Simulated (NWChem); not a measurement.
## A calculation on Na (+1)

```
Na
```
Charge +1, spin multiplicity 1.

All runs are NWChem calculations.

The correlated methods keep 1 core orbital frozen.

Worked example. A B2PLYP run in STO-3G ends its self-consistent part (53 % exact exchange, 47 % B88, 73 % LYP) at -160.04521 Ha, and second-order perturbation theory on those orbitals gives -0.04626 Ha unscaled.

The perturbative term enters with the weight 0.27: -160.04521 + 0.27·(-0.04626) = -160.05770 Ha is the total energy.
